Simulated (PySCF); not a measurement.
**Level of theory and gas-phase deprotonation enthalpies: cyclobutane**

Structure: `C1CCC1` (C4H8). Numbering: `[CH2:1]1[CH2:2][CH2:3][CH2:4]1` These are map numbers, not IUPAC locants.

All levels share the PBE0-D3(BJ)/ma-def2-SVP structures and the PBE0-D3(BJ)/ma-def2-SVP thermal terms; only the single-point energies (PySCF) change. Values are gas-phase deprotonation enthalpies (298 K, kJ/mol).

Measured (NIST Chemistry WebBook): deprotonation enthalpy (ΔH) 1752 kJ/mol.

```jsonl
{"level": "M06-L/ma-def2-TZVP (grid 3)", "C1": "1743", "time": "94 s"}
{"level": "ωB97X-D3(BJ)/ma-def2-TZVP", "C1": "1753", "time": "–"}
{"level": "M06-2X/6-31G* (grid 1)", "C1": "1800", "time": "7 s"}
```

Times are wall times for all single points of a level on 1 thread of Arm Neoverse V1, a shared host; the dash marks the run that also made the structures. M06-L ran on a slower path of this set-up, which computes the density-fitting integrals anew in every SCF cycle while the other levels store them. So the times needn't show the usual order of cost, and those levels read slower than they are.

The spread: 56 kJ/mol, from 1743 to 1800.

Bases without diffuse functions serve anions poorly.

Differences come from unrounded values, so a last digit can differ from that of the printed terms.
